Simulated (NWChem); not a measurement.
# Basis-set convergence for diphosphorus (P₂)

```xyz
2

P      0.0000     0.0000     0.9577
P      0.0000     0.0000    -0.9577
```
Charge 0, spin multiplicity 1.

All runs are NWChem calculations. All single points use one geometry, from PBE/def2-SVP, a minimum by its harmonic frequencies.

Quantity: vertical ionisation energy at the level ΔHF (Δ: difference of total energies, the cation a doublet at the parent's geometry with its hole in an orbital of symmetry ag (D2h labels); it is the state that the SCF runs reached, from PBE0 orbitals for Hartree-Fock references, and need not be the lowest).

The Pople sets run with spherical d functions. No SCF solution was tested for a lower state. Open-shell Hartree-Fock references start from PBE0 orbitals; any time given for them includes that run.

Relative cost: rough, from shared machines, SCF included, 6-31+G* = 1.

| basis | functions | vertical ionisation energy (eV) | relative cost |
|---|---|---|---|
| 6-31+G* | 44 | 10.21 | 1 |
| def2-SVPD | 48 | [?] | under 3 |
| 6-311G** | 52 | 10.21 | under 3 |
| aug-cc-pVDZ | 54 | [?] | under 3 |
| 6-311++G** | 60 | 10.21 | under 3 |
| pcseg-2 | 68 | 10.07 | under 3 |
| cc-pVTZ | 68 | 10.06 | under 3 |
| def2-TZVP | 74 | 10.05 | under 3 |
| def2-TZVPD | 86 | 10.07 | under 3 |

What belongs in the gaps?


- def2-SVPD, vertical ionisation energy (eV): 10.16
- aug-cc-pVDZ, vertical ionisation energy (eV): 10.18
